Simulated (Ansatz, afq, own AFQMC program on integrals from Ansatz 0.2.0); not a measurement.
**CHB, triplet in 6-31G, levels against full CI**

```xyz
3

B     0.0000    0.0000    1.2474
C     0.0000    0.0000   -3.6736
H     0.0000    0.0000    2.4261
```

Connectivity, by distances: BH ··· C.

Basis 6-31G. Only valence electrons are correlated. AFQMC by an in-house program on the Cholesky factors that Ansatz 0.2.0 writes for its CCSD(T) run. The CISD trial takes its coefficients from CCSD amplitudes. Released means that phaseless walkers are propagated on without the constraint, phases kept. Uncertainties: one standard error, sampling alone.

Determinant: ROHF, the one that the program's search chose, which needn't be the lowest solution. The geometry is a point of a scan.

Full CI on the same integrals is exact in this basis and with this determinant's frozen core.

Cautions: lower spins were not checked; a spin-contaminated unrestricted determinant lies lower (UHF 215 meV lower, ⟨S²⟩ 2.48).

- T1 diagnostic: 0.0115
- weight of the determinant in the CISD state: 0.896
- size of the correlated space: 8 electrons in 18 orbitals

```tsv
level	correlation energy (eV)
MP2	-1.6644
CCSD	-2.6722
CCSD(T)	-2.7005
```

Question: Estimate where phaseless AFQMC with a CISD trial lies against CCSD(T) on the same integrals.

Answer: 0.07 ± 0.08 mEh below CCSD(T). The gap is under twice the noise, so this walk alone can't tell the two apart.

Reference: full CI, correlation energy -2.713 eV. The released energy is read at 2.40 1/Eh (meV from the phaseless value at times in 1/Eh: -0.8 ± 1.9 at 0.24, -3.6 ± 1.5 at 0.51, -6.6 ± 1.6 at 0.99, -5.1 ± 1.2 at 1.62, -5.2 ± 1.5 at 2.40).

```tsv
level	E − E(reference) (mEh)	share of correlation (%)
CCSD(T)	0.46	99.54
CCSDT	0.06	99.94
CCSDT(Q)	0.02	99.98
CCSDTQ	0.00	100.00
ph-AFQMC/CISD	0.39 ± 0.08	99.61
released AFQMC	0.20 ± 0.06	99.80
```

CCSDT and higher add their correlation energy to the determinant of the CCSD(T) run, since their own runs factorise the integrals more tightly (a shift of under 2 meV). A walk keeps the symmetry of its determinant, which the program's search chose and which needn't be the lowest solution, so a lower state of the same spin and another symmetry isn't excluded. Released energies are given only where the last usable release times agree within the noise; a slower fall can still hide under it.
